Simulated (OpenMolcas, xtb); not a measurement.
# C2H4F2 (1,2-difluoroethane): methods side by side

C2H4F2: 8 atoms, total charge 0, spin state singlet. SMILES: `FCCF`. The coordinates come from a PBE0-D4/def2-TZVP relaxation. This is one conformer, not always the lowest.

```xyz
8

F    -1.3124    0.7756    0.8740
C    -0.1158    0.7161    0.1932
C     0.2179   -0.6961   -0.1774
F    -0.6181   -1.1533   -1.1728
H    -0.2012    1.3378   -0.7028
H     0.6703    1.1180    0.8419
H     1.2489   -0.7425   -0.5448
H     0.1104   -1.3556    0.6888
```

Each level gives the dipole moment (D). The values are calculated.

| level | kind | program | value (D) | CPU time |
| --- | --- | --- | --- | --- |
| GFN0-xTB | semi-empirical | xtb | 3.48 | under 2 s |
| HF/def2-SVPD | Hartree–Fock | OpenMolcas | 3.06 | 17 s |
| SVWN5/def2-SVPD | LDA | OpenMolcas | 2.68 | 39 s |
| PBE/def2-SVPD | GGA | OpenMolcas | 2.60 | 56 s |
| M06-L/def2-SVPD | meta-GGA | OpenMolcas | 2.62 | 72 s |
| B3LYP/def2-SVPD | global hybrid | OpenMolcas | 2.77 | 56 s |
| M06-2X/def2-SVPD | hybrid meta-GGA | OpenMolcas | 2.81 | 71 s |

The values span 2.60 to 3.48 D. Magnitudes only. CPU times are rough (shared hosts, several kinds of processor and program).
